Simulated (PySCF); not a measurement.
Molecule: SMILES C[n+]1cc[nH]c1, [C$_{4}$H$_{7}$N$_{2}$]+.

Atoms are numbered as in `[CH3:1][n+:2]1[cH:3][cH:4][nH:5][cH:6]1`. Hydrogens are named by the atom that carries them.

Spin–spin couplings on one PBE0-D3(BJ)/def2-SVP geometry, PySCF 2.14.0 with density-fitted response routines, gas phase, non-relativistic, equivalent pairs averaged (spin–dipole term only in couplings to heteroatoms); isotopes ¹³C, ¹H, ¹⁵N; basis pcJ-1.

How do the couplings (Hz) change with the functional? Times are CPU seconds on shared hosts with different chips, so compare them loosely.

Answers


```
functional  functions  ¹J(C6,H(C6))  ¹J(C4,H(C4))  ¹J(C3,H(C3))  ¹J(C1,H(C1))  ¹J(C3,C4)  ¹J(N5,H(N5))  ¹J(N2,C6)  core-s
        HF        232         278.6         275.1         273.4         184.9      142.7        -131.7      -47.0      29
       LDA        232         185.7         174.4         173.0         115.9       58.3         -89.0      -13.8      22
       PBE        232         218.2         205.0         203.6         140.2       70.6        -101.2      -17.6      49
       KT2        232         237.7         222.9         221.2         148.6       59.6        -110.6      -12.7      33
     B3LYP        232         235.5         221.2         219.5         153.2       78.4        -108.7      -20.7      28
      PBE0        232         224.0         210.5         208.9         144.8       75.7        -104.7      -20.4      33
     B97-2        232         215.2         201.9         200.4         138.5       75.4        -100.7      -20.0      32
 BHandHLYP        232         249.7         235.1         233.1         164.7       89.2        -116.3      -26.1      39
 CAM-B3LYP        232         232.4         218.2         216.3         150.6       77.1        -108.0      -21.0      53
```
